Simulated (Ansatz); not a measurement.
# C2H6Si: ionisation energy by level of theory

The task here is to estimate one member of a computed series from the others.

Program: Ansatz 0.2.0, Gaussian basis. Level of theory: unrestricted cation, the program's frozen cores in correlated methods. These are calculated values, not measurements.

The runs, in order: UKS PBE-D4/def2-TZVPP; UKS r2SCAN-D4/def2-TZVPP; UKS PBE0-D4/def2-TZVPP; UKS B3LYP-D4/def2-TZVPP; UKS wB97X-V/def2-TZVPP; UKS wB97M-V/def2-TZVPP; UKS B2PLYP/def2-TZVPP; UHF-CCSD(T)/def2-TZVPP; UHF-MP2/def2-QZVPP; extrapolation to the limit; then −ε(HOMO) from the neutral's earlier runs with LDA (SPW92), PBE-D4, revPBE-D4, BLYP-D4, r2SCAN-D4, B97M-V, PBE0-D4, B3LYP-D4, r2SCANh-D4, r2SCAN0-D4, HSE06-D4, BHLYP-D4, CAM-B3LYP-D4, LC-ωPBE, ωB97X-V, ωB97M-V.

## The relaxed structure

The geometry comes from an earlier relaxation with PBE0-D4 in a triple-zeta def2 set; it is a stationary point, not always the lowest conformer.

SMILES `C=C[SiH3]`, 9 atoms, charge 0, spin multiplicity 1.

Atoms are counted from 1 here; the program's logs count them from 0.

Bond lengths: C1–C2 1.330 Å, C1–H4 1.087 Å, C1–H5 1.087 Å, C2–Si3 1.859 Å, C2–H6 1.089 Å, Si3–H7 1.488 Å, Si3–H8 1.487 Å, Si3–H9 1.488 Å. Angles: C2–C1–H4 121.7°, C2–C1–H5 122.2°, H4–C1–H5 116.1°, C1–C2–Si3 123.1°, C1–C2–H6 118.1°, Si3–C2–H6 118.8°, C2–Si3–H7 110.8°, C2–Si3–H8 109.0°, C2–Si3–H9 110.8°, H7–Si3–H8 109.3°, H7–Si3–H9 107.5°, H8–Si3–H9 109.3°.

The first run:

Input file in.yaml:

```yaml
crystal:
  periodic: [false, false, false]
  atoms:
    - {symbol: C, position_ang: [-0.713715, 0.870154, -1.048313]}
    - {symbol: C, position_ang: [-0.071316, 0.712467, 0.105649]}
    - {symbol: Si, position_ang: [0.560602, -0.932020, 0.700142]}
    - {symbol: H, position_ang: [-0.905674, 0.033026, -1.713915]}
    - {symbol: H, position_ang: [-1.076742, 1.838593, -1.381470]}
    - {symbol: H, position_ang: [0.089351, 1.592007, 0.727588]}
    - {symbol: H, position_ang: [2.035800, -0.893918, 0.893823]}
    - {symbol: H, position_ang: [0.223362, -1.972387, -0.307337]}
    - {symbol: H, position_ang: [-0.053167, -1.294320, 2.006733]}
basis:
  gaussian: {orbitals: def2-TZVPP}
total_charge: 1
magnetization: {spin_polarized: true, initial_magnetization: 1}
hamiltonian: {xc: pbe, dispersion: d4}
```

Steps of the session up to this table: Cation, UKS PBE-D4/def2-TZVPP; Cation, UKS r2SCAN-D4/def2-TZVPP; Cation, UKS PBE0-D4/def2-TZVPP; Cation, UKS B3LYP-D4/def2-TZVPP; Cation, UKS wB97X-V/def2-TZVPP; Cation, UKS wB97M-V/def2-TZVPP; Cation, UKS B2PLYP (frozen core)/def2-TZVPP; Cation, UHF-CCSD(T)/def2-TZVPP; Cation, UHF-MP2/def2-QZVPP.

One of the session's tables, all rows but one given; the rest of the session is left out.

It belongs to the step «Ionisation energies side by side». Orbital estimates, from the neutral's runs:

| functional | −ε(HOMO) (eV) |
| --- | --- |
| LDA (SPW92) | 7.05 |
| PBE-D4 | 6.90 |
| revPBE-D4 | 6.84 |
| BLYP-D4 | 6.73 |
| r2SCAN-D4 | 7.11 |
| B97M-V | 7.15 |
| PBE0-D4 | 8.01 |
| B3LYP-D4 | 7.78 |
| r2SCANh-D4 | 7.53 |
| r2SCAN0-D4 | 8.16 |
| HSE06-D4 | 7.61 |
| BHLYP-D4 | ? |
| CAM-B3LYP-D4 | 9.33 |
| LC-ωPBE | 10.76 |
| ωB97X-V | 10.35 |
| ωB97M-V | 10.25 |

Q: Estimate the row for BHLYP-D4 from the others.

Worked estimate for «−ε(HOMO) (eV)». Against the share of exact exchange, BLYP-D4 (0, 6.73), B3LYP-D4 (0.2, 7.78) give a slope of 5.25 per unit share; at 0.5 the line stands at 9.35.

The run gave: −ε(HOMO) (eV): 8.95. In «−ε(HOMO) (eV)» the line misses by +0.40.
